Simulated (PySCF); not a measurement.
A structure optimised at ωB97X-D3(BJ)/def2-TZVP, used in a PySCF frequency run:

```xyz
6

C     -0.0200     0.6641     0.0000
O      0.1223    -0.7474     0.0000
H     -0.5456     1.0252     0.8926
H      0.9863     1.0847     0.0000
H     -0.5456     1.0252    -0.8926
H     -0.7537    -1.1408     0.0000
```

Task: Write its SMILES, formula and point group.

Result: CO, CH₄O, Cs

Task: What are its rotational constants (standard atomic weights)?

Result: 128.06, 24.809, 23.946 GHz
